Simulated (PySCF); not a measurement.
Cartesian coordinates (Å):
SMILES: C
```xyz
5

C      0.0000     0.0000     0.0000
H     -0.5320    -0.1729     0.9346
H      0.2448     1.0577    -0.0881
H     -0.6303    -0.2977    -0.8369
H      0.9174    -0.5870    -0.0095
```
Charge 0, multiplicity 1.

Problem. Estimate the HOMO, dipole moment, LUMO, HOMO–LUMO gap and total energy that ωB97X-D3(BJ)/def2-TZVP // B3LYP-D3(BJ)/def2-TZVP run with PySCF 2.14.0 returns for this input.

Solution. 
```
Property             Value
-------------  -----------
HOMO             -13.67 eV
dipole moment       0.00 D
LUMO               3.47 eV
HOMO–LUMO gap     17.13 eV
total energy   -1103.66 eV
```
